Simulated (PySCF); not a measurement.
**Relaxation of singlet C₃**

Computed with PySCF, PBE0, basis C def2-TZVP (no relativity, density fitting). A (50,194) grid was used.

A hand-made linear chain start, of D∞h symmetry, held to at least that symmetry:

```xyz
3
charge 0 multiplicity 1, angstrom
C     0.0000    0.0000    0.0000
C     0.0000    0.0000    1.4250
C     0.0000    0.0000   -1.4250
```

Problem. What forces act on the atoms at the start (eV/Å)?

Solution. 
| atom | Fx | Fy | Fz |
| --- | --- | --- | --- |
| C1 | 0.00 | 0.00 | 0.00 |
| C2 | 0.00 | 0.00 | -6.36 |
| C3 | 0.00 | 0.00 | 6.36 |

Problem. What does it relax to?

Solution. It ends at D∞h with C–C 1.288 Å (×2); C–C–C 180.0°. A frequency run shows a minimum. Other isomers or separated fragments may lie lower.

Problem. How much energy is released, and in how many steps?

Solution. 95.9 kJ/mol in 4 steps.

The relaxation took 2.9 s on 2 threads of a shared Arm Neoverse V1 host, with 93 basis functions and 5 gradients; the process peaked at 0.48 GiB.
